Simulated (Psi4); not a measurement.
Torsional profile of SMILES C=CC1CC1 (C5H8). Scanned: dihedral C1–C2–C3–C4; all other coordinates were relaxed at GFN2-xTB.

Geometry of the scan point at -165° (Å):
```
13

C      2.2119    -0.3721    -0.3046
C      0.9772    -0.4523     0.1628
C     -0.1608     0.3101    -0.3719
C     -1.4354     0.4148     0.4188
C     -1.3961    -0.4530    -0.7933
H      3.0143    -0.9651     0.0987
H      2.4721     0.3054    -1.1013
H      0.7401    -1.1489     0.9570
H      0.1161     1.1558    -0.9892
H     -1.4677    -0.0627     1.3867
H     -1.9871     1.3414     0.3739
H     -1.3953    -1.5237    -0.6561
H     -1.9139    -0.1282    -1.6827
```

Computed with DF-MP2 (frozen core)/cc-pVTZ // GFN2-xTB (Psi4).

Scanned values (°): -165, -150, -135, -120, -105, -90, -75, -60, -45, -30, -15, 0, 15, 30, 45, 60, 75, 90, 105, 120, 135, 150, 165, 180.

Task: Describe the profile: where are the wells and the tops?

Result: Lower than their neighbours: -150° (0.0 mEh), -15° (2.1 mEh), 90° (2.1 mEh). Higher than their neighbours: -75° (5.8 mEh), 45° (2.7 mEh), 150° (5.8 mEh). The whole profile spans 5.8 mEh.
